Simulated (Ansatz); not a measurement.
## How far each method lies from full CI for GaH$_{4}$⁺, triplet

Geometry: a PBE0/def2-TZVP stationary point for this spin, not checked as a minimum.

```xyz
5

Ga    0.0000    0.0000    0.0000
H     0.6525    0.6641    1.3539
H    -0.6625   -0.6541    1.3539
H    -0.6541    0.6525   -1.3587
H     0.6641   -0.6625   -1.3490
```

Basis cc-pVDZ; Ansatz 0.2.0. Correlated methods freeze the noble-gas cores and the filled d shells of p-block atoms, which leaves 6 electrons in 33 orbitals. R marks a restricted (for open shells ROHF) determinant, U an unrestricted one. Active spaces: valence = (6e, 8o) chosen from the atoms' valence shells; pair = (4e, 4o) about the gap. No spin–orbit coupling is included, and no scalar relativity.

Full CI is exact within this basis and frozen core; it isn't the basis-set limit. The frozen core follows each run's orbitals, which can shift R against U totals by a few meV for light atoms and by up to 0.1 eV past Ca.

```
UHF ⟨S²⟩                          : 2.044
T1 diagnostic (RCCSD)             : 0.0267
largest doubles amplitude (RCCSD) : 0.062
```

```tsv
level	E − E(full CI) (kJ/mol)	share of correlation (%)	wall time
RHF	278.7	0.00	–
RMP2	71.4	74.38	–
RCCSD	7.3	97.40	–
RCCSD(T)	2.2	99.22	0.72 s
BCCD(T)	2.1	99.23	0.87 s
RCCSDT	0.2	99.93	–
RCCSDT(Q)	0.1	99.96	3.7 s
CASSCF (pair space)	225.6	19.07	–
NEVPT2 (pair space)	62.5	77.58	1.3 s
MRCISD (pair space)	11.5	95.86	–
MRCISD+Q (pair space)	-2.0	100.71	1.6 s
CASSCF (valence space)	117.0	58.01	–
NEVPT2 (valence space)	33.6	87.93	2.4 s
MRCISD (valence space)	3.1	98.90	–
MRCISD+Q (valence space)	0.2	99.94	3 s
```

The correlation energy at full CI, counted from RHF, is -2.889 eV. That run took 54 s on 1 thread of INTEL XEON PLATINUM 8581C, shared host over 7,441,080 determinants.

Run but not shown, since their state, orbitals or frozen core can't be matched to the reference's or they repeat it: UHF, UMP2, UCCSD, UCCSD(T), UCCSDT, UCCSDT(Q).

Times hold each run's SCF and search for its determinant on a shared host, so for small cases they say little of a method's own cost; they ran on 1 thread of INTEL XEON PLATINUM 8581C.

More than 5 meV below full CI, which no variational method can be: MRCISD+Q (pair space).

The full-CI state has the irrep A2 of C2v, in the program's axes (one component, if the state is degenerate).

Natural occupations of full CI about the gap: 1.952 1.927 0.996 0.996 0.040 0.017 0.017 0.016 0.006 0.005; effectively unpaired electrons, Σ n²(2−n)², 2.04.
